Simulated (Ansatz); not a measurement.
# Which is lower?

The two ends of one reaction step of BH3O, closed shell (PBE0-D4/def2-TZVP).

A:

```
5
angstrom
B 0.1502 0.3916 -0.0368
H 0.3810 0.5676 1.1295
O -0.3716 -0.7749 -0.4651
H -0.5252 -1.4081 0.2407
H 0.3656 1.2239 -0.8683
```

B:

```xyz
5
angstrom
B 0.0060 0.5660 -1.5764
H 0.0110 -0.9220 2.7185
O -0.1011 -0.0594 -0.5602
H -0.0270 -0.7631 1.9891
H 0.1111 1.1785 -2.5709
```

Ansatz 0.2.0; basis: def2-TZVPP; cores frozen in the correlated methods. B3LYP uses VWN-RPA correlation.

**Question.** Which structure is lower at CCSD(T), and by how much? (Judge from chemistry; the value comes from the calculation.)

**Answer.** The calculation gives: A, by 14.65 kcal/mol (electronic energy, against the other). By their contacts, A is BH₃O ([BH2][OH]) and B is a complex of BHO ([BH][O]) + H₂.

All methods give the same order:

```tsv
method	E(B) − E(A) (kcal/mol)
SPW92	21.88
PBE-D4	14.70
BLYP-D4	10.15
r2SCAN-D4	16.08
B97M-V	15.85
PBE0-D4	18.84
B3LYP-D4	14.31
r2SCAN0-D4	19.28
BHLYP-D4	18.84
CAM-B3LYP-D4	16.56
wB97X-V	17.40
wB97M-V	15.79
B2PLYP	13.39
PBE-QIDH	18.64
RPA on PBE	13.33
HF	19.57
MP2	12.73
CCSD	16.24
CCSD(T)	14.65
```

No T1 diagnostic of these runs exceeds 0.019.

Labels in which every atom is bracketed show which atoms are joined, not bond orders.

For scale, one of the runs: CCSD(T)/def2-TZVPP, 104 basis functions, launched by `ansatz run in.yaml --threads 2 --pin off --events-out ev --progress --plain --max-ram 4352MiB`. Hardware: 2 CPU threads of an Arm Neoverse V2, shared host. Wall time about 2 s.
